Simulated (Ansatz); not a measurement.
C2H4OS can be A, `SC1CO1`, or B, `CC(O)=S`.

Isolated molecules relaxed with PBE0-D4/def2-TZVP in Ansatz; ΔE leaves out vibrations. CCSD(T)/CBS adds triple-zeta CCSD(T) − MP2 to the extrapolated MP2 energy (def2 sets, frozen cores). DFT in def2-TZVPP. One conformer a species, not always the lowest.

(1) Which is lower in electronic energy at CCSD(T)/CBS, and by how much? (Best estimate.)

(2) Give E(B) − E(A) in kJ/mol with CCSD(T)/def2-SVP, ωB97M-V, PBE0-D4, HF/def2-TZVPP, MP2/def2-TZVPP, CCSD/def2-TZVPP, BLYP-D4. (Estimate.)

(3) Does the order hold for the free energy at 298.15 K (harmonic terms from PBE0-D4)? (An estimate is asked.)

Largest T1 diagnostic: 0.017.

Results:

(1) The calculation gave: B, by 145.5 kJ/mol.

(2) The calculation gave: CCSD(T)/def2-SVP -151.5, ωB97M-V -142.9, PBE0-D4 -139.7, HF/def2-TZVPP -150.8, MP2/def2-TZVPP -145.3, CCSD/def2-TZVPP -140.5, BLYP-D4 -155.0. None reverses the order clearly.

(3) Computed: Yes: G(B) − G(A) = -139.9 kJ/mol, for one conformer each.

From r2SCAN to r2SCAN0 (25 % exact exchange), in def2-TZVPP and without D4, E(B) − E(A) moves by +3.7 kJ/mol. Leaving LDA and LC-ωPBE aside and taking each functional with its dispersion term where it has one, the values, not all of them listed here, spread over 22.8 kJ/mol, from BLYP-D4 to ωB97X-V.
